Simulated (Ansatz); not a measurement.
**Down a group: vertical ionisation energies of H2N–NH, H2P–PH, H2As–AsH**

Ansatz 0.2.0, basis cc-pVDZ; geometries are PBE0/def2-TZVP minima. Wave-function levels freeze the cores with the filled d shells of p-block atoms; HF, MP2 and coupled cluster are restricted for singlets and unrestricted otherwise, restricted open-shell where a d shell is frozen. The reference is CCSDT(Q) (coupled cluster only where its series has nearly closed). An error is the level's value less the reference. None of these values is a measured one. Energies are electronic, without zero-point terms. No spin–orbit coupling and no scalar relativity. The set is small: such energies can lie up to about 0.3 eV from the limit, spin gaps mostly less, so near ties and functionals' places can change in larger sets. The species are chosen: bound, without strong static correlation by their natural occupations or amplitudes, in their lowest spin state as far as vertical gaps and like structures tell, with only the lowest ion state computed, and with a ladder that closes on the reference, so errors are smaller than for species at large; levels whose determinant breaks symmetry or spin markedly are left out.

```
          species                                                                      bonds (Å)                            quantity  symmetry of the states  reference  value (eV)  error CCSD  error CCSD(T)  error CCSDT
  H2N–NH, doublet   N–N 1.338, N–H 1.007/1.012/1.021, angles at N 106°, angles at N 114/115/121°  vertical ionisation to the singlet                   A / A   CCSDT(Q)       7.448       0.166          0.014        0.020
H2As–AsH, doublet  As–As 2.421, As–H 1.522/1.524/1.528, angles at As 91°, angles at As 93/94/95°  vertical ionisation to the singlet                   A / A   CCSDT(Q)       8.164       0.088          0.029        0.013
```

**Question.** One member is withheld: H2P–PH, doublet (P–P 2.172, P–H 1.417/1.420/1.425, angles at P 92°, angles at P 95/97/100°), where CCSD gives 8.322 eV for the vertical ionisation to the singlet. Estimate from the other members what CCSDT(Q) gives.

**Answer.** The errors of CCSD for the others average 0.127 eV; taking that off gives 8.195, which misses by 0.001, against 0.128 without the correction. The computed value at CCSDT(Q) is 8.194 eV. Errors against it: CCSD 0.128, CCSD(T) 0.030, CCSDT 0.017.

P and As lie within 0.05 eV, too close for this set-up to order.
